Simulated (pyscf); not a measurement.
H₃C–InH₂ (SMILES [CH3][InH2]) + HO–SiH₃ (SMILES O[SiH3]) → CH₄ (SMILES C) + H₃Si–O–InH₂ (SMILES [SiH3][O][InH2]) (four-centre exchange; singlet surface; C–In, H–O broken, C–H, In–O formed). PySCF, gas phase, ωB97X-D3(BJ)/def2-SVP geometries. Energies in kJ/mol from the separated reactants.

```tsv
level	barrier	reaction energy
ωB97X-D3(BJ)/def2-TZVP	31.5	-93.3
PBE/def2-TZVP	27.4	-88.1
B3LYP-D3(BJ)/def2-TZVP	34.0	-95.7
PBE0-D3(BJ)/def2-TZVP	…	…
M06-2X/def2-TZVP	25.2	-98.6
HF/def2-TZVP	…	-98.6
```

Fill in the missing entries.


- PBE0-D3(BJ)/def2-TZVP, barrier: 28.8
- PBE0-D3(BJ)/def2-TZVP, reaction energy: -86.4
- HF/def2-TZVP, barrier: 101.6

The functionals in the table span 8.8 kJ/mol in this barrier, from M06-2X to B3LYP-D3(BJ). On the reactant side the descent ends in an adduct with a In–O contact, 55.5 kJ/mol under the separated species and 87.0 kJ/mol under the saddle at ωB97X-D3(BJ)/def2-TZVP. On the product side the descent ends in a complex (not fully relaxed), 17.5 kJ/mol under the separated species and 142.3 kJ/mol under the saddle at ωB97X-D3(BJ)/def2-TZVP. What is counted as formed (In–O) is already present as a longer contact in the reactant adduct; forming that adduct is a step of its own. This is the saddle that the search found; another between the same sides may lie lower. Elements past Kr carry the def2 core potentials, without spin-orbit coupling.
